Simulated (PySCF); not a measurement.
These 3 structures share the formula C6H12. Theory: PBE0-D3(BJ)/def2-SVP geometry optimisation, gas phase (PySCF 2.14.0). One conformer each; no zero-point energy, no entropy. No frequencies were run at this level. Point groups hold within 0.08 Å.

Question: Order them by energy at this level, lowest first, and give relative energies in kcal/mol.
A. `[CH2:1]=[CH:2][CH2:3][CH2:4][CH2:5][CH3:6]` with C1–C2–C3–C4 -118°, C2–C3–C4–C5 -179°, C3–C4–C5–C6 180°
B. `[CH3:1][CH:2]1[CH2:3][CH2:4][CH2:5][CH2:6]1` with C1–C2–C3–C4 164°, C2–C3–C4–C5 -23°, C3–C4–C5–C6 -3°, C4–C5–C6–C2 27°
C. `[CH2:1]1[CH2:2][CH2:3][CH2:4][CH2:5][CH2:6]1` with C6–C1–C2–C3 -55°, C1–C2–C3–C4 55°, C2–C3–C4–C5 -55°, C3–C4–C5–C6 55°

Answer: C (0.0), B (5.9), A (27.5).

As drawn, the highest has a C=C bond outside aromatic rings, which the lowest lacks.

| SMILES | E (Eh) | E rel (kcal/mol) | dipole (D) | point group | A, B, C (MHz) |
| --- | --- | --- | --- | --- | --- |
| C1CCCCC1 | -235.43654 | 0.0 | 0.00 | D3d | 4329, 4328, 2474 |
| CC1CCCC1 | -235.42722 | 5.9 | 0.08 | near Cs | 6279, 2940, 2220 |
| C=CCCCC | -235.39271 | 27.5 | 0.43 | C1 | 13419, 1250, 1229 |
